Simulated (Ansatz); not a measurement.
Reaction (hydrogenolysis of a C–F bond): `N/C=C(\N)F` + H₂ → `N/C=C\N` + H–F

Calculated with Ansatz (gas phase, PBE0-D4/def2-TZVP geometries, no zero-point term in ΔE). CCSD(T)/CBS adds triple-zeta CCSD(T) − MP2 to the extrapolated MP2 energy (def2 sets, frozen cores). This one scheme is used for every species. Double bonds are as drawn, so ΔE can hold a change between cis and trans. DFT in def2-TZVPP. B3LYP here is the variant with VWN-RPA as its local correlation; programs differ in this. Each species was taken in one conformer, which may not be the lowest.

`N/C=C(\N)F`:

Cartesian coordinates in Å:
```
N -1.472 0.711 0.271
C -0.116 0.946 0.078
C 0.771 -0.001 -0.202
N 0.485 -1.359 -0.270
F 2.057 0.359 -0.481
H -1.883 1.273 1.001
H -1.670 -0.272 0.403
H 0.203 1.981 0.087
H 1.091 -1.912 0.324
H 0.535 -1.726 -1.213
```

H₂:

Z-matrix (Å, degrees):
```
H
H 1 0.746
```

`N/C=C\N`:

Z-matrix (Å, degrees):
```
N
C 1 1.404
H 1 1.008 2 113.2
H 1 1.013 2 112.3 3 -124.6
C 2 1.333 1 122.3 3 165.5
H 2 1.082 1 117.2 3 -17.8
N 5 1.404 2 122.3 1 -3.2
H 5 1.082 2 120.3 1 -179.9
H 7 1.013 5 112.3 2 41.7
H 7 1.008 5 113.2 2 166.3
```

H–F:

Z-matrix (Å, degrees):
```
F
H 1 0.920
```

| level | ΔE (kJ/mol) |
| --- | --- |
| PBE-D4 | -71.8 |
| r2SCAN-D4 | -72.2 |
| B3LYP | -77.2 |
| SCS-MP2/def2-TZVPP | -89.9 |

Question: What does CCSD(T)/CBS give? (An estimate is asked.)

Answer: Ansatz gave: -92.5 kJ/mol. The listed levels differ from it by 20.7, 20.3, 15.3, 2.6 kJ/mol.

Largest T1 diagnostic among the species: 0.012.

From PBE to PBE0 (25 % exact exchange), in def2-TZVPP and without D4, ΔE moves by −7.7 kJ/mol.
